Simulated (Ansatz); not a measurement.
Computed with Ansatz.

Basis-set series for H6NPSi, SMILES `N[SiH2]P`. Charge 0, multiplicity 1. All single points use the PBE0-D4/def2-TZVP geometry. It is one conformer, not always the lowest.

```xyz
9

N     1.433   -0.639   -0.120
Si   -0.041   -0.116    0.591
P    -0.889    1.535   -0.693
H     1.449   -1.064   -1.033
H     2.173   -0.995    0.462
H     0.299    0.433    1.930
H    -1.061   -1.190    0.786
H    -1.164    0.645   -1.769
H    -2.198    1.392   -0.154
```

```
functional       basis  functions  energy (Eh)  HOMO (eV)  LUMO (eV)
   PBE0-D4    def2-SVP         80   -688.66806      -6.97       0.67
   PBE0-D4  def2-TZVPP        199   -688.96268      -7.11       0.15
   ωB97M-V    def2-SVP         80   -688.89847      -9.09       2.55
   ωB97M-V  def2-TZVPP        199   -689.19746      -9.24       1.78
```

Question: Give the rows for def2-QZVPP. (An estimate is asked.)

Answer: The calculation gave: 
```json
{"functional": "PBE0-D4", "basis": "def2-QZVPP", "functions": "377", "energy (Eh)": "-688.98730", "HOMO (eV)": "-7.14", "LUMO (eV)": "-0.03"}
{"functional": "ωB97M-V", "basis": "def2-QZVPP", "functions": "377", "energy (Eh)": "-689.22070", "HOMO (eV)": "-9.28", "LUMO (eV)": "1.39"}
```

Positive LUMOs are unbound and depend on the basis.
